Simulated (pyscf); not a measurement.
Routes from •H₂Si–SH + hydrogen (H₂)

Candidate steps break at most two bonds and form at most two. Each was searched with GFN2-xTB (tblite) first. Structures and frequencies: ωB97X-D3(BJ)/def2-SVP in PySCF. Energies: ωB97M-D3(BJ)/def2-TZVP, kcal/mol, from the separated reactants, doublet surface; ΔG‡ with ideal gas, 1 atm, RRHO with modes under 100 cm⁻¹ raised to 100, one conformer, R ln 2 for chiral ones without a mode under 150 cm⁻¹.

| products | type | ΔE‡ | ΔE | ΔG‡ 298 K | ΔG‡ 900 K | ν‡ (cm⁻¹) |
|---|---|---|---|---|---|---|
| H₃Si–SH + H• | hydrogen abstraction | 17.7 | +13.4 | 23.3 | 39.4 | 912i |
| H₂S + SiH₃• | four-centre exchange | 45.0 | +9.6 | 53.8 | 72.2 | 1171i |

Plain bond fissions and candidates not yet searched are not listed, and one of them may be faster. Each barrier is that of the saddle found; lower ones may exist.
